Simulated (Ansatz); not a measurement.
## A basis-limit estimate, worked out

An elementary step of AlSiH5O, singlet (AlSiH₅O ([OH][AlH][SiH3]) → AlHO ([OH][Al]) + SiH₄; Al–Si, Al–H broken or loosened, Si–H formed or tightened). “Start” and “end” are the PBE0-D4/def2-TZVP structures reached by relaxing down either side of its saddle point, with the molecules still in contact.

Ansatz 0.2.0; basis: def2-TZVPP and def2-QZVPP; cores frozen in the correlated methods.

Energies in eV:

| quantity | end | start |
| --- | --- | --- |
| Hartree–Fock, triple zeta (X = 3) | -16563.66933 | -16564.19137 |
| Hartree–Fock, quadruple zeta (X = 4) | -16564.21570 | -16564.73673 |
| MP2 correlation, X = 3 | -12.20048 | -12.30107 |
| MP2 correlation, X = 4 | -13.14468 | -13.26326 |
| CCSD(T) correlation, X = 3 | -13.72968 | -13.78882 |

(1) Work out the step energy at the basis limit: extrapolate Hartree–Fock as E(X) = E∞ + A exp(−7.88 √X) and the MP2 correlation as E(X) = E∞ + B X^−2.97 (the exponents that Neese and Valeev fitted for def2-TZVPP and QZVPP), then add CCSD(T) − MP2 in triple zeta.

No T1 diagnostic of these runs exceeds 0.016. The restricted Hartree–Fock reference is unstable towards an unrestricted one at one or more of these structures.

Results:

(1) Each step is linear, so take the differences first (end − start): Hartree–Fock 0.52204 (X = 3) and 0.52103 (X = 4); MP2 correlation 0.10059 and 0.11858; CCSD(T) correlation 0.05914.
Two points give E∞ = E(4) + w [E(4) − E(3)], with w = 1/(exp(7.88 (2 − √3)) − 1) = 0.1377 for Hartree–Fock and w = 1/((4/3)^2.97 − 1) = 0.7407 for the correlation.
Hartree–Fock: 0.52103 + 0.1377 × (-0.00101) = 0.5209 eV.
MP2 correlation: 0.11858 + 0.7407 × 0.01799 = 0.1319 eV.
CCSD(T) − MP2: 0.05914 − 0.10059 = -0.0415 eV.
Sum: 0.5209 + 0.1319 + (-0.0415) = 0.6113 eV, or 14.10 kcal/mol. Plain CCSD(T) in triple zeta gives 0.5812 eV, so the larger basis shifts the result by 0.0301 eV.

Losses and insertions of silylenes and their heavier kin drive the gas-phase chemistry of silicon and germanium vapour deposition.

Labels in which every atom is bracketed show which atoms are joined, not bond orders.

For scale, one of the runs: CCSD(T)/def2-TZVPP, 185 basis functions, launched by `ansatz run in.yaml --threads 2 --pin off --events-out ev --progress --plain --max-ram 4352MiB`. Hardware: 2 CPU threads of an Arm Neoverse V2, shared host. Wall time 28 s; peak host memory 1.7 GiB.
